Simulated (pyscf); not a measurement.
## Concerted two-bond exchange: •H₂Ge–I + hydrogen (H₂) → HI + GeH₃•

Gas phase, doublet surface, charge 0. Bonds broken: I1–Ge2, H3–H6. Bonds formed: I1–H3, Ge2–H6. Structures and frequencies: ωB97X-D3(BJ)/def2-SVP in PySCF.

Transition state (Å):

```xyz
6

I      0.4140    -2.5463     0.3453
Ge     1.5681     0.2832    -0.0019
H      1.0246    -0.8465     1.6066
H      0.2188     0.3459    -0.7515
H      2.6635    -0.6291    -0.5967
H      1.3227    -0.0552     1.8100
```

One imaginary mode, 752i cm⁻¹; descent along it reached the two sides named.

```
bond    change  reactant side (Å)  saddle  product side
------  ------  -----------------  ------  ------------
I1–Ge2  breaks              2.491     3.1           4.0
H3–H6   breaks              0.761   0.870           2.9
I1–H3    forms                3.4   2.203         1.618
Ge2–H6   forms                4.1   1.859         1.543
```

Electronic energies relative to the separated reactants (kcal/mol):

```csv
level,barrier,reaction energy,reverse barrier
ωB97X-D3(BJ)/def2-TZVP,49.3,+23.5,25.9
PBE/def2-TZVP,37.5,+19.0,18.5
r²SCAN/def2-TZVP,41.7,+19.1,22.6
B3LYP-D3(BJ)/def2-TZVP,41.2,+19.2,21.9
PBE0-D3(BJ)/def2-TZVP,41.2,+18.8,22.4
M06-2X/def2-TZVP,46.0,+21.7,24.3
ωB97M-D3(BJ)/def2-TZVP,45.2,+16.5,28.7
HF/def2-TZVP,59.0,+14.2,44.9
```

With ωB97M-D3(BJ)/def2-TZVP energies and thermal terms (ideal gas, 1 atm, RRHO with modes under 100 cm⁻¹ raised to 100, one conformer, R ln 2 for chiral ones without a mode under 150 cm⁻¹), in kcal/mol:

| T (K) | ΔH‡ | ΔG‡ | ΔH | ΔG |
|---|---|---|---|---|
| 298 | 44.7 | 52.1 | +16.7 | +15.9 |
| 600 | 44.2 | 59.8 | +16.0 | +15.4 |
| 900 | 44.3 | 67.7 | +15.6 | +15.2 |
| 1200 | 44.6 | 75.4 | +15.4 | +15.0 |

This saddle turned up in a search for another step; its sides and bond changes are read from the two ends of the descent. The same reactants have a lower exit, to H₃Ge–I + H• (barrier +25.3 kcal/mol at ωB97M-D3(BJ)/def2-TZVP, against +45.2 kcal/mol here). This is the saddle that the search found; another between the same sides may lie lower. Elements up to Kr have no core potential and no relativistic terms here. Elements past Kr carry the def2 core potentials, without spin-orbit coupling.
